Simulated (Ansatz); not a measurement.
A run of Ansatz (development build ahead of 0.2.0) on singlet C2H6S at this shape:

```xyz
9

C     1.5143    0.6794    0.0000
C     0.0000    0.8264    0.0000
S    -0.7561   -0.8313    0.0000
H    -3.9543    0.1776    0.0000
H    -0.3250    1.3765    0.8858
H    -0.3250    1.3765   -0.8858
H     1.9865    1.6651    0.0000
H     1.8549    0.1376    0.8855
H     1.8549    0.1376   -0.8855
```

Its results:

```json
{"Converged": "yes", "Total energy": "-477.89587 hartree", "Spin squared of the determinant": "0.989", "Stability test": "minimum"}
```

Problem. Which input gives this output? Name the method, the orbitals and the basis set, and write the input.

Solution. ωB97X (unrestricted) in pcseg-2.

```yaml
crystal:
  periodic: [false, false, false]
  atoms:
    - { symbol: C, position_ang: [1.5143, 0.6794, 0.0] }
    - { symbol: C, position_ang: [0.0, 0.8264, 0.0] }
    - { symbol: S, position_ang: [-0.7561, -0.8313, 0.0] }
    - { symbol: H, position_ang: [-3.9543, 0.1776, 0.0] }
    - { symbol: H, position_ang: [-0.325, 1.3765, 0.8858] }
    - { symbol: H, position_ang: [-0.325, 1.3765, -0.8858] }
    - { symbol: H, position_ang: [1.9865, 1.6651, 0.0] }
    - { symbol: H, position_ang: [1.8549, 0.1376, 0.8855] }
    - { symbol: H, position_ang: [1.8549, 0.1376, -0.8855] }
basis:
  gaussian: { orbitals: pcseg-2 }
magnetization:
  spin_polarized: true
hamiltonian:
  xc: { name: wB97X }
```

Caution: charge can spread falsely over distant fragments; the unrestricted determinant is a mixture of spin states.
